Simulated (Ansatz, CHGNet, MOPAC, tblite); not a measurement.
# Ladder of methods for the TA phonon frequency at L of diamond-structure Si

Reference value: 114 cm⁻¹ (measured, temperature not stated, not corrected to a static lattice, sources range from 113 to 115; as tabulated in Giannozzi et al., Phys. Rev. B (1991)).

### Question
What do GFN1-xTB, PM7 semi-empirical Hartree-Fock (MOPAC), CHGNet 0.3.0, LDA, PBE, r²SCAN give, and how far is each from the reference?

### Answer

```csv
level (code),value (cm⁻¹),cell (Å³/atom),difference (%)
GFN1-xTB (tblite),83,21.99,-27
PM7 semi-empirical Hartree-Fock (MOPAC) (MOPAC),205,18.26,+80
CHGNet 0.3.0 (CHGNet),156,20.36,+37
LDA (Ansatz),105,19.70,-7.9
PBE (Ansatz),111,20.46,-2.6
r²SCAN (Ansatz),118,20.17,+3.5
```

Nearest, and too close to rank with a margin of 3.0 % (twice that across the reference) picked here for doubts on the reference and the settings, and for temperature and zero-point motion: PBE (-2.6 %), r²SCAN (+3.5 %). PM7 semi-empirical Hartree-Fock (MOPAC) (+80 %) lies farthest from it. Within 5 %: PBE, r²SCAN.

The measured value isn't corrected to a static lattice, so vibrations enter the comparison.  GFN1-xTB, PM7 semi-empirical Hartree-Fock (MOPAC): the method was fitted mainly to molecules. GFN1-xTB, PM7 semi-empirical Hartree-Fock (MOPAC): the run uses a supercell at the zone centre in place of a k mesh. Each level is taken at its own relaxed cell. Cutoffs differ between the levels. Ansatz's density-functional and Hartree–Fock values are scalar-relativistic unless marked +SOC, with PAW data made under PBE.

Machine-learned potentials (CHGNet 0.3.0) are trained on DFT data, which may include these solids.

Differences are worked out from the printed values.

Ansatz is a quantum-chemistry and plane-wave program.
